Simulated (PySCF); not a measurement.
# A search over the determinants of P2

Unrestricted PBE0; P 6-31G(d,p); no relativity (PySCF 2.14). Outer shells of the fragments: P 3s2 3p3; P 3s2 3p3.

Followed along the bond (rough minima from three points):

```csv
2Ms+1,unpaired,⟨S²⟩ at the start,R at minimum (Å),Te (eV)
1,none,0.24,1.89,0.00
3,π ↑↑,2.01,2.08,2.32
5,π ↑↑↑↑,6.01,none in the scan,≤ 3.34
```

Solutions found at the starting distance of 2.130 Å, counted from the lowest of them; the search is not exhaustive and high or unbound solutions are not listed, so other states can lie among these:

```json
{"2Ms+1": "1", "unpaired": "none", "term": "¹Σ⁺", "E (eV)": "0.00", "⟨S²⟩": "0.24", "⟨Lz²⟩": "0.00"}
{"2Ms+1": "3", "unpaired": "π ↑↑", "term": "mixed", "E (eV)": "1.59", "⟨S²⟩": "2.01", "⟨Lz²⟩": "2.01"}
{"2Ms+1": "3", "unpaired": "π ↑↑", "term": "mixed", "E (eV)": "2.25", "⟨S²⟩": "2.00", "⟨Lz²⟩": "2.00"}
{"2Ms+1": "1", "unpaired": "π ↑↓", "term": "mixed", "E (eV)": "2.42", "⟨S²⟩": "1.01", "⟨Lz²⟩": "2.01"}
{"2Ms+1": "3", "unpaired": "σ ↑, π ↑", "term": "³Π", "E (eV)": "2.83", "⟨S²⟩": "2.01", "⟨Lz²⟩": "1.00"}
{"2Ms+1": "5", "unpaired": "π ↑↑↑↑", "term": "⁵Σ⁺", "E (eV)": "2.89", "⟨S²⟩": "6.01", "⟨Lz²⟩": "0.00"}
{"2Ms+1": "1", "unpaired": "σ ↓, π ↑", "term": "mixed", "E (eV)": "3.11", "⟨S²⟩": "1.01", "⟨Lz²⟩": "1.00"}
{"2Ms+1": "1", "unpaired": "π ↑↑↓↓", "term": "mixed", "E (eV)": "3.70", "⟨S²⟩": "2.01", "⟨Lz²⟩": "4.03"}
{"2Ms+1": "5", "unpaired": "σ ↑, π ↑↑↑", "term": "⁵Π", "E (eV)": "3.94", "⟨S²⟩": "6.01", "⟨Lz²⟩": "1.00"}
{"2Ms+1": "3", "unpaired": "σ ↑, π ↑↑↓", "term": "mixed", "E (eV)": "4.63", "⟨S²⟩": "3.01", "⟨Lz²⟩": "3.02"}
{"2Ms+1": "1", "unpaired": "σ ↓, π ↑↑↓", "term": "mixed", "E (eV)": "4.82", "⟨S²⟩": "2.03", "⟨Lz²⟩": "3.02"}
{"2Ms+1": "3", "unpaired": "σ ↑, π ↑", "term": "³Π", "E (eV)": "5.99", "⟨S²⟩": "2.00", "⟨Lz²⟩": "1.00"}
{"2Ms+1": "3", "unpaired": "σ ↑↑", "term": "mixed", "E (eV)": "6.30", "⟨S²⟩": "2.33", "⟨Lz²⟩": "0.00"}
{"2Ms+1": "5", "unpaired": "σ ↑, π ↑↑↑", "term": "⁵Π", "E (eV)": "7.23", "⟨S²⟩": "6.00", "⟨Lz²⟩": "1.00"}
```

A term symbol is given only where ⟨S²⟩ and ⟨Lz²⟩ are close to those of a pure state; real π, δ and φ orbitals otherwise mix terms, and g/u labels are left off.

Problem. Compare the gap between the two lowest followed solutions at the starting distance with the gap between their minima.

Solution. At PBE0 the second solution (triplet, unpaired electrons π ↑↑) lies +1.59 eV from the first (singlet, closed shell) at 2.130 Å and +2.32 eV at the minima; the two curves relax by different amounts, since their minima lie near 2.08 and 1.89 Å.

The measured ground state is X ¹Σg+ (Huber and Herzberg, Constants of Diatomic Molecules (1979)).

Counting both spins, an empty level lies below a filled one in some of these solutions, because spin and occupation are held.
